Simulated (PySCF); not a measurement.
Stepwise substitution at one centre (C F-SH). Isolated molecules, 0 K electronic values unless said otherwise. One relaxed conformer stands for each flexible species; it need not be the lowest. Strings in code marks are SMILES.

All values below come from PySCF 2.14.0 with TPSSh-D3(BJ)/def2-TZVP // CAM-B3LYP-D3(BJ)/def2-TZVP. Excitations are Tamm–Dancoff values on a coarser integration grid. The basis has no diffuse functions, so Rydberg states are missing or too high.

```csv
species,HOMO–LUMO gap (eV),LUMO (eV),T1 excitation (TDA) (eV),S1 oscillator strength
0 of 4 F replaced by SH (`FC(F)(F)F`),13.78,–,–,0.000
1 of 4 F replaced by SH,6.68,-0.84,5.24,0.000
"2 of 4 F replaced by SH (`FC(F)(S)S` (S–C–S–H torsion -65°, S–C–S–H torsion 65°))",5.37,-1.39,4.28,0.011
3 of 4 F replaced by SH (`FC(S)(S)S`),5.25,-1.50,4.23,0.007
```
